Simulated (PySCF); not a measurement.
Cost of excited-state runs on trans-2-pentenal (O=C/C=C/CC, C5H8O)

Bonds (- single, = double, # triple, : aromatic): C1-C2 1.527 Å, C2-C3 1.490 Å, C3=C4 1.342 Å, C4-C5 1.467 Å, C5=O6 1.206 Å. C1 carries H7, H8, H9; C2 carries H10, H11; C3 carries H12; C4 carries H13; C5 carries H14. Stereochemistry as in CC/C=C/C=O.

PySCF with density fitting, on 1 thread of an Intel Xeon Platinum 8488C, shared host. Command: `OMP_NUM_THREADS=1 python excited_run.py task.json out`

(1) How long does each of these runs take, and how much memory?
- first hyperpolarisability, CAM-B3LYP/def2-TZVPD; writes grids
- excited states, CAM-B3LYP/def2-TZVPD; Tamm-Dancoff; spin-orbit couplings; 6 states; 5 triplets; quadratic response for 4 states; writes grids
- excited states, CAM-B3LYP/def2-TZVPD; two-photon moments; 8 states; quadratic response for 6 states; 0 triplets

## Answers

(1) 
```tsv
run	level	basis functions	wall time	peak memory (GiB)
first hyperpolarisability	CAM-B3LYP/def2-TZVPD	297	64 s	1.1
excited states	CAM-B3LYP/def2-TZVPD	297	63 s	1.1
excited states	CAM-B3LYP/def2-TZVPD	297	71 s	1.1
```
Times from a shared host are rough.
